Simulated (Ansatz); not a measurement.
**CH5NSi: ionisation energy by level of theory**

One table from this session's results is given with a row withheld; the runs are named, their logs left out.

The runs use Ansatz 0.2.0, Gaussian basis; unrestricted cation, the program's frozen cores in correlated methods.

The runs, in order: UKS PBE-D4/def2-TZVPP; UKS r2SCAN-D4/def2-TZVPP; UKS PBE0-D4/def2-TZVPP; UKS B3LYP-D4/def2-TZVPP; UKS wB97X-V/def2-TZVPP; UKS wB97M-V/def2-TZVPP; UKS B2PLYP/def2-TZVPP; UHF-CCSD(T)/def2-TZVPP; UHF-MP2/def2-QZVPP; extrapolation to the limit; then −ε(HOMO) from the neutral's earlier runs with LDA (SPW92), PBE-D4, revPBE-D4, BLYP-D4, r2SCAN-D4, B97M-V, PBE0-D4, B3LYP-D4, r2SCANh-D4, r2SCAN0-D4, HSE06-D4, BHLYP-D4, CAM-B3LYP-D4, LC-ωPBE, ωB97X-V, ωB97M-V.

## Structure used throughout

The geometry comes from an earlier relaxation with PBE0-D4 in a triple-zeta def2 set; it is a stationary point, not always the lowest conformer.

SMILES `N=C[SiH3]`, 8 atoms, charge 0, spin multiplicity 1.

Atoms are counted from 1 here; the program's logs count them from 0.

Bond lengths: N1–C2 1.269 Å, N1–H4 1.023 Å, C2–Si3 1.889 Å, C2–H5 1.102 Å, Si3–H6 1.488 Å, Si3–H7 1.488 Å, Si3–H8 1.481 Å. Angles: C2–N1–H4 111.5°, N1–C2–Si3 119.7°, N1–C2–H5 122.0°, Si3–C2–H5 118.3°, C2–Si3–H6 108.9°, C2–Si3–H7 108.9°, C2–Si3–H8 109.8°, H6–Si3–H7 107.8°, H6–Si3–H8 110.7°, H7–Si3–H8 110.7°.

The first run:

Contents of in.yaml:

```yaml
crystal:
  periodic: [false, false, false]
  atoms:
    - {symbol: N, position_ang: [-1.316048, -0.139659, -1.080481]}
    - {symbol: C, position_ang: [-0.349203, 0.466561, -0.524369]}
    - {symbol: Si, position_ang: [0.699229, -0.429229, 0.766190]}
    - {symbol: H, position_ang: [-1.796674, 0.460046, -1.755544]}
    - {symbol: H, position_ang: [-0.096244, 1.510468, -0.770529]}
    - {symbol: H, position_ang: [0.635541, 0.324590, 2.047577]}
    - {symbol: H, position_ang: [2.116980, -0.438841, 0.314390]}
    - {symbol: H, position_ang: [0.198618, -1.811034, 0.946967]}
basis:
  gaussian: {orbitals: def2-TZVPP}
total_charge: 1
magnetization: {spin_polarized: true, initial_magnetization: 1}
hamiltonian: {xc: pbe, dispersion: d4}
```

Run with:

```
ansatz run in.yaml --threads 2 --pin off --events-out ev --progress --plain --max-ram 4352MiB
```

Among the steps run: Cation, UKS PBE-D4/def2-TZVPP; Cation, UKS r2SCAN-D4/def2-TZVPP; Cation, UKS PBE0-D4/def2-TZVPP; Cation, UKS B3LYP-D4/def2-TZVPP; Cation, UKS wB97X-V/def2-TZVPP; Cation, UKS wB97M-V/def2-TZVPP; Cation, UKS B2PLYP (frozen core)/def2-TZVPP; Cation, UHF-CCSD(T)/def2-TZVPP; Cation, UHF-MP2/def2-QZVPP.

One of the session's tables, all rows but one given; the rest of the session is left out.

Orbital estimates, from the neutral's runs:

| functional | −ε(HOMO) (eV) |
| --- | --- |
| LDA (SPW92) | ? |
| PBE-D4 | 6.00 |
| revPBE-D4 | 5.97 |
| BLYP-D4 | 5.92 |
| r2SCAN-D4 | 6.30 |
| B97M-V | 6.54 |
| PBE0-D4 | 7.46 |
| B3LYP-D4 | 7.24 |
| r2SCANh-D4 | 6.84 |
| r2SCAN0-D4 | 7.66 |
| HSE06-D4 | 7.05 |
| BHLYP-D4 | 8.86 |
| CAM-B3LYP-D4 | 8.88 |
| LC-ωPBE | 10.21 |
| ωB97X-V | 9.90 |
| ωB97M-V | 9.80 |

Estimate the missing values for LDA (SPW92).

**Answer.** −ε(HOMO) (eV): 6.05. In the column «−ε(HOMO) (eV)» it lies between PBE-D4 (6.00) and r2SCAN-D4 (6.30).
